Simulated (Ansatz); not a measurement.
# CO2 (singlet): wave-function methods side by side, 6-31G*

An exercise on one series of results from a longer session: the logs are not shown, and one member is left open.

The runs use Ansatz 0.2.0, Gaussian basis; 6-31G*, core rule «outside noble gas», up to 3 orbitals frozen.

Plan: UHF; CCSD(T) on RHF; BCCD(T) on RHF; CISD; CCSDT(Q) on RHF; CISDTQ; CCSDTQ on RHF; CASSCF and MRCISD+Q, 16 electrons in 12 orbitals; CASSCF and NEVPT2, 16 electrons in 12 orbitals.

9 further runs of the same task are left out: 9 set aside as unsound or not needed.

## The system

The geometry is an MP2(full)/6-31G* stationary point (not a proven minimum).

3 atoms, charge 0, spin multiplicity 1.

Atoms are counted from 1 here; the program's logs count them from 0.

Bond lengths: C1–O2 1.179 Å, C1–O3 1.179 Å. Angles: O2–C1–O3 180.0°.

Geometry (Å):

```xyz
3

C     0.0000    0.0000    0.0000
O     0.0000    0.0000   -1.1787
O     0.0000    0.0000    1.1787
```

Set-up of the first run:

File in.yaml:

```yaml
crystal:
  periodic: [false, false, false]
  atoms:
    - {symbol: C, position_ang: [0.000000, 0.000000, 0.000000]}
    - {symbol: O, position_ang: [0.000000, 0.000000, -1.178658]}
    - {symbol: O, position_ang: [0.000000, 0.000000, 1.178658]}
basis:
  gaussian: {orbitals: "6-31G*"}
magnetization: {spin_polarized: true, initial_magnetization: 0}
hamiltonian: {xc: hf}
output: {orbitals: {seedname: orbitals}}
```

Started as:

```sh
ansatz run in.yaml --threads 1 --pin off --events-out ev --progress --plain --max-ram 3956MiB --backend cpu
```

Among the steps run: UHF; CCSD(T) on RHF; BCCD(T) on RHF; CISD; CCSDT(Q) on RHF; CISDTQ; CCSDTQ on RHF; CASSCF and MRCISD+Q, 16 electrons in 12 orbitals; CASSCF and NEVPT2, 16 electrons in 12 orbitals.

One table of the session follows, with a row left open; its other results are not shown here.

It belongs to the step «Misses and costs». 

```
          method  from RCCSDTQ (kcal/mol)
             RHF                  +310.68
            RMP2                    +9.89
            CISD                        ?
           RCCSD                   +13.15
        RCCSD(T)                    +1.32
         BCCD(T)                    +1.07
          RCCSDT                    +1.17
          CISDTQ                    +3.79
       RCCSDT(Q)                    -0.21
         RCCSDTQ                        0
  CASSCF valence                  +196.29
  NEVPT2 valence                   +30.51
  MRCISD valence                   +14.23
MRCISD+Q valence                    +1.26
```

Q: Estimate the row for CISD from the others.

**Answer.** from RCCSDTQ (kcal/mol): +41.63. In the column «from RCCSDTQ (kcal/mol)» it lies between NEVPT2 valence (+30.51) and CASSCF valence (+196.29).
